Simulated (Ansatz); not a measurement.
**Structure relaxation of Cl**

Computed with DFT PBEsol, scalar-relativistic, plane waves, PAW in Ansatz 0.2.0. Cutoff 420 eV, Γ-centred k mesh, Gaussian smearing, no spin polarisation in the final step.

Cl was placed on the dhcp structure type (P6_3/mmc, No. 194), at a guessed volume.

```xyz
4
Lattice="3.5192 0.0000 0.0000 -1.7596 3.0478 0.0000 0.0000 0.0000 11.3503" Properties=species:S:1:pos:R:3 pbc="T T T"
Cl    0.0000    0.0000    0.0000
Cl    0.0000    0.0000    5.6751
Cl    0.0000    2.0318    8.5127
Cl    1.7596    1.0159    2.8376
```

Cell and atoms relax at zero pressure; the relaxation can't lower the symmetry of the start. After a coarse first stage the cell is made exact in the group found at 0.06 Å.

Energies count from the standard state of Cl at the same level (the diatomic molecule).

Question: Describe the relaxed structure.

Answer: It keeps P6_3/mmc (No. 194), but not the shape of the type it started on. Conventional cell: a = 3.612 Å, c = 7.465 Å. Around Cl on Wyckoff site a (2 atoms of the primitive cell) lie 6 Cl at 2.80 Å; Cl on Wyckoff site d (2 atoms of the primitive cell) is coordinated by 6 Cl at 2.80 Å.

```cif
data_structure
_symmetry_space_group_name_H-M 'P6_3/mmc'
_symmetry_Int_Tables_number 194
_cell_length_a 3.6116
_cell_length_b 3.6116
_cell_length_c 7.4648
_cell_angle_alpha 90.000
_cell_angle_beta 90.000
_cell_angle_gamma 120.000
_cell_volume 84.32
loop_
_atom_site_label
_atom_site_type_symbol
_atom_site_symmetry_multiplicity
_atom_site_Wyckoff_symbol
_atom_site_fract_x
_atom_site_fract_y
_atom_site_fract_z
_atom_site_occupancy
Cl1 Cl 2 a 0.00000 0.00000 0.00000 1
Cl2 Cl 2 d 0.33333 0.66667 0.75000 1
```

Question: What are its volume, energy, density and gap?

Answer: The volume per atom is 21.08 Å³. The density is 2.79 g/cm³ and the energy over the standard structure is 0.53 eV/atom. The gap on the 15×15×6 mesh is 0 eV (a metal).

The final run used a 15×15×6 mesh on its 4-atom cell and 0.10 eV smearing. The k mesh leaves about 4 meV/atom of noise in metals. A structure relaxed within its symmetry needn't be a true minimum. The steps took of the order of 50 core-seconds in all.